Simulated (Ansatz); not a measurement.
water (SMILES O) moved off its minimum; all values from Ansatz (a first-principles code), cores frozen in correlated methods.
(charge 0, multiplicity 1)
```xyz
3

O      0.0326     0.1224     0.0249
H     -0.5326    -0.3736    -0.0163
H      0.6707    -0.4950     0.0376
```

Forces at B3LYP/def2-TZVPP (eV/Å):

```csv
atom,Fx,Fy,Fz
O1,14.216,16.748,1.160
H2,-19.123,-14.246,-1.322
H3,4.907,-2.502,0.162
```

Problem. Give the forces (eV/Å), the total energy and the dipole at CCSD(T)/aug-cc-pVTZ.

Solution. 
| atom | Fx | Fy | Fz |
|---|---|---|---|
| O1 | 14.329 | 16.924 | 1.171 |
| H2 | -19.222 | -14.388 | -1.331 |
| H3 | 4.893 | -2.536 | 0.160 |
Energy -76.2603 hartree, dipole 1.90 D.
